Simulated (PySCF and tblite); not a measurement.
Values are calculated unless marked as measured or tabulated.
# Barrier and rate of a rotation

System: C5H7 (charge -1), numbered as in [CH2:1]=[CH:2]/[CH:3]=[CH:4]/[CH2-:5].

Motion: rotation about the C2–C3 bond (torsion C1–C2–C3–C4 from -180° to 0°, rising). Geometries: GFN2-xTB; energies: PBE0/pcSseg-1 + D3(BJ); zero-point and thermal terms from GFN2-xTB harmonic modes (soft modes blended into free rotors). Rates follow Eyring's equation with the number of equivalent paths and no tunnelling. (PySCF 2.14 with density fitting, tblite 0.8.)

```json
{"point": "start", "symmetry": "C2v", "E(GFN2) kcal/mol": "0.0", "E(DFT) kcal/mol": "0.0", "ZPE change kcal/mol": "0.00", "lowest mode cm⁻¹": "155"}
{"point": "saddle", "symmetry": "C1", "E(GFN2) kcal/mol": "25.3", "E(DFT) kcal/mol": "22.3", "ZPE change kcal/mol": "-1.75", "lowest mode cm⁻¹": "772i"}
{"point": "end", "symmetry": "Cs", "E(GFN2) kcal/mol": "2.2", "E(DFT) kcal/mol": "2.7", "ZPE change kcal/mol": "0.08", "lowest mode cm⁻¹": "164"}
```

```
Electronic barrier                                      : 22.3 kcal/mol
Barrier with zero-point energy                          : 20.5 kcal/mol
ΔH‡ (298 K)                                             : 20.5 kcal/mol
ΔS‡ (298 K, symmetry apart)                             : 0.3 cal/(mol K)
Paths                                                   : 4 equivalent paths
End point                                               : a different minimum
Mean lifetime of the start against this motion at 298 K : 36 s
Cost                                                    : 30 s on 1 thread of Arm Neoverse V1, shared host (rough), peak memory 0.55 GiB, launched as `OMP_NUM_THREADS=1 python ens_run.py task.json out`
```

```tsv
T/K	ΔG‡ kcal/mol	k s⁻¹	ΔG kcal/mol	k back s⁻¹
200	20.4	8.1×10⁻¹⁰	2.7	3.8×10⁻⁷
250	20.4	3×10⁻⁵	2.7	0.0035
298	20.4	0.028	2.7	1.3
350	20.4	5.4	2.7	127
400	20.4	236	2.7	3400
500	20.5	4.8×10⁴	2.6	3.4×10⁵
```

ΔG and ΔG‡ leave out symmetry numbers and mirror images; rates count paths: 4 out, 2 back.

The ion is treated without a counter-ion.
